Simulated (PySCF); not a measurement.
# [B(CN)H3]-: geometry, NMR shifts, electronic excitations and spin-spin couplings

Wanted: the NMR shifts, electronic excitations and spin-spin couplings of [B(CN)H3]- (`[H][B-]([H])([H])C#N`), by calculation.

Programs: PySCF 2.14.0, with density-fitted response routines of our own. Each step states its level of theory. These are calculated values for one molecule in the gas phase, unless marked as measured. Atoms are numbered from 0 throughout.

**1. Starting geometry**

6 atoms, charge -1, multiplicity 1; geometry from: GFN2-xTB.

Bonds of the start (Å): B0–C1 1.56, B0–H3 1.22, B0–H4 1.23, B0–H5 1.22, C1–N2 1.16.

**2. Optimising the geometry at PBE0-D3(BJ)/def2-SVP**

The job: settings as JSON, then the geometry in Å.

```
{"job": {"xc": "PBE0", "basis": "def2-SVP", "d3": "d3bj", "grid": 1, "maxiter": 40, "kind": "geom"}, "charge": -1, "multiplicity": 1}
B     -0.008840    -0.000890    -0.515200
C      0.012590     0.003010     1.039770
N      0.037140     0.002160     2.198270
H      1.146410     0.004020    -0.920920
H     -0.598610     1.000520    -0.903260
H     -0.588700    -1.008830    -0.898660
```

**Question.** This job is followed by: GIAO PBE0/pcSseg-1 NMR shielding, non-relativistic, gas phase; TDDFT PBE0/def2-SVPD, vertical, gas phase, core orbitals frozen in the response; B3LYP/pcJ-1 indirect spin-spin coupling, non-relativistic, gas phase; GIAO KT2/pcSseg-1 NMR shielding, non-relativistic, gas phase. What will the session give for the following? point group; rotational constants (main isotopes); 13C shifts against TMS (PBE0/pcSseg-1); 1H shifts against TMS (PBE0/pcSseg-1, means over atoms taken as alike); 11B shifts against BF3·OEt2 (PBE0/pcSseg-1); 15N shifts against NH3 (PBE0/pcSseg-1); lowest singlet (PBE0/def2-SVPD); brightest single state of those computed; lowest triplet; largest coupling of the table (B3LYP/pcJ-1); range of the shift of N2.

**Answer**, as computed:

```
                                                              quantity                        value
                                                           point group                          C3v
                                  rotational constants (main isotopes)       121.77, 8.48, 8.48 GHz
                                13C shifts against TMS (PBE0/pcSseg-1)                    148.4 ppm
1H shifts against TMS (PBE0/pcSseg-1, means over atoms taken as alike)                     0.51 ppm
                           11B shifts against BF3·OEt2 (PBE0/pcSseg-1)                    -50.9 ppm
                                15N shifts against NH3 (PBE0/pcSseg-1)                    306.8 ppm
                                       lowest singlet (PBE0/def2-SVPD)  6.34 eV (196 nm), f = 0.040
                              brightest single state of those computed  state 8, 7.97 eV, f = 0.060
                                                        lowest triplet                      6.15 eV
                           largest coupling of the table (B3LYP/pcJ-1)       1J(B,H) B0–H3, 95.5 Hz
                                              range of the shift of N2           286.5 to 306.8 ppm
```

Over 3 steps the energy fell by 0.024 eV; of the close pairs, B0–C1 changed most, 1.555 to 1.588 Å. No frequency check was run at this level, so the end point may be a saddle. At PBE0/pcSseg-1: Shielding is most anisotropic at N2 (span 515 ppm, paramagnetic term -384 ppm). The first singlet state (HOMO→LUMO 0.99) lies at 6.34 eV and is weak; of the 10 states computed, the strongest absorption comes from states 9 to 10 together at 8.34 eV (the last computed, so partners may be missing). The lowest triplet lies 0.19 eV below the lowest singlet (triplets in Tamm-Dancoff, singlets in full TDDFT). The lowest singlet lies above −ε(HOMO); no detachment energy was computed, so the anion's states may not be bound. Of the pairs tabulated at B3LYP/pcJ-1, B0–H3 (mean over like pairs) couples most strongly (95.5 Hz; Fermi contact 94.9 Hz). Across the 2 runs the shift of N2 moves most, between 286.5 (KT2/pcSseg-1) and 306.8 ppm (PBE0/pcSseg-1).
